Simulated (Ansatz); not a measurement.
in.yaml

```yaml
crystal:
  periodic: [false, false, false]
  atoms:
    - {symbol: Al, position_ang: [0.000000, 0.000000, 1.270387]}
    - {symbol: Mg, position_ang: [0.000000, 0.000000, -1.470575]}
    - {symbol: H, position_ang: [0.000000, 1.336907, 2.153176]}
    - {symbol: H, position_ang: [0.000000, -1.336907, 2.153176]}
    - {symbol: H, position_ang: [0.000000, 0.000000, -2.852575]}
basis:
  gaussian: {orbitals: STO-3G}
magnetization: {spin_polarized: false, initial_magnetization: 1}
correlation: {active_space: {ras: {orbitals: [3, 1, 7], electrons: 7, max_holes: 4, max_particles: 4}, fixed_orbitals: true}}
accuracy: high
scf: {lower_state_search: off}
```

```sh
$ ansatz run in.yaml --threads 1 --pin off --events-out ev --progress --plain --max-ram 2393MiB
```

Question: What does the program do with this input?

Answer: Refused. The input was made wrong on purpose (multiplicity of wrong parity), so the run isn't a sound calculation of what was asked.
```
Error: a molecule whose nuclei and cores have a total charge of 28 cannot have a net charge of 0 together with 1 unpaired electrons
```
